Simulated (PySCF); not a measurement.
Isomers of C4H12N2 and their computed core-level spectra.

Computed, not measured: PySCF 2.14.0, delta-SCF UKS SCAN, pcX-2 on the ionised atom, pcseg-1 elsewhere, spin-free X2C. Geometries: PBE0-D3(BJ)/def2-SVP; isolated species, one conformer each.

Line lists (1s up to Mg, 2p3/2 beyond; areas count atoms within a level, one atom standing for each set equivalent by bonding):
1. C 1s: 291.10 (area 1), 291.15 (area 1), 291.36 (area 2) eV; N 1s: 404.59 (area 1), 404.71 (area 1) eV
2. C 1s: 290.20 (area 1), 290.54 (area 1), 290.58 (area 1), 290.99 (area 1) eV; N 1s: 405.32 (area 1), 405.58 (area 1) eV
3. C 1s: 290.20 (area 1), 290.30 (area 1), 291.22 (area 2) eV; N 1s: 404.93 eV

Structures:
A. `CC(CN)CN`
B. `CN(C)CCN`
C. `N(CCCC)N`

**Question.** Match each list to its structure.

**Answer.** 
- 1 = B: no other candidate has these counts of sites. C 1s: 291.10 sp3 carbon bound to nitrogen, 291.15 sp3 carbon bound to nitrogen, 291.36 N-methyl carbon (×2); N 1s: 404.59 primary amine nitrogen, 404.71 tertiary amine nitrogen.
- 2 = C: no other candidate has these counts of sites. C 1s: 290.20 chain CH2 carbon, 290.54 chain CH2 carbon, 290.58 methyl carbon, 290.99 sp3 carbon bound to nitrogen; N 1s: 405.32 hydrazine nitrogen, 405.58 hydrazine nitrogen.
- 3 = A: no other candidate has these counts of sites. C 1s: 290.20 methyl carbon, 290.30 sp3 CH carbon, 291.22 sp3 carbon bound to nitrogen (×2); N 1s: 404.93 primary amine nitrogen (×2).
